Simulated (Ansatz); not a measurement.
Geometry optimisation, Ansatz, UKS r2SCAN-D4/cc-pVDZ.

Input file:

```yaml
crystal:
  periodic: [false, false, false]
  atoms:
    - { symbol: H, position_ang: [0.2746, -0.8568, -0.4369] }
    - { symbol: O, position_ang: [0.7089, -1.4371, -1.4827] }
    - { symbol: C, position_ang: [-0.1008, -0.1222, 0.6855] }
    - { symbol: C, position_ang: [-0.688, 1.0186, 0.494] }
    - { symbol: H, position_ang: [1.5464, -1.0068, -1.6573] }
    - { symbol: H, position_ang: [0.1675, -0.6578, 1.5726] }
    - { symbol: H, position_ang: [-1.0187, 1.649, 1.3147] }
    - { symbol: H, position_ang: [-0.8898, 1.413, -0.4898] }
magnetization:
  spin_polarized: true
  initial_magnetization: 1
basis:
  gaussian: { orbitals: cc-pVDZ }
hamiltonian:
  xc: r2scan
  dispersion: d4
relax:
  f_tol: 0.15
  max_steps: 25
  restrain:
    - { distance: [0, 2], at: 2.37, k: 30.0 }
    - { distance: [1, 0], at: 0.97, k: 30.0 }
```

Launched with:

```bash
$ ansatz run input.yaml --threads 2 --pin off --max-ram 3072MiB --backend cpu --events-out ev --progress --plain --runs-dir out
```

Question: Where does it end, and by what steps?

Answer: It converged. The restraints hold the end off the free minimum. The force dipped under the threshold on the way, but the program's further checks kept it going. After 12 steps the energy has fallen by 0.572 eV (the restraints' own energy left out); H1 moved furthest, 0.69 Å. Joined: H1–O2.

```
step  energy less start (eV)  largest force component (eV/Å)  accepted
   0                  0.0000                           1.496       yes
   1                 -0.2330                           1.959       yes
   2                 -0.0222                           4.721       yes
   3                 -0.3091                           1.392       yes
   4                 -0.3549                           1.084       yes
   5                 -0.4517                           0.487       yes
   6                 -0.4274                           2.379        no
   7                 -0.5010                           0.345       yes
   8                 -0.5292                           0.276       yes
   9                 -0.5360                           1.357        no
  10                 -0.5514                           0.201       yes
  11                 -0.5665                           0.110       yes
  12                 -0.5722                           0.050       yes
```

```xyz
8
Properties=species:S:1:pos:R:3
H 0.156 -1.336 -0.921
O 0.555 -1.036 -1.753
C -0.033 -0.121 1.104
C -0.560 0.906 0.474
H 1.378 -0.635 -1.435
H 0.090 -0.471 2.132
H -1.062 1.722 1.020
H -0.523 0.972 -0.621
```

Run time: 32 s on 2 threads of Arm Neoverse V1, on a shared host, peak memory 0.17 GiB.
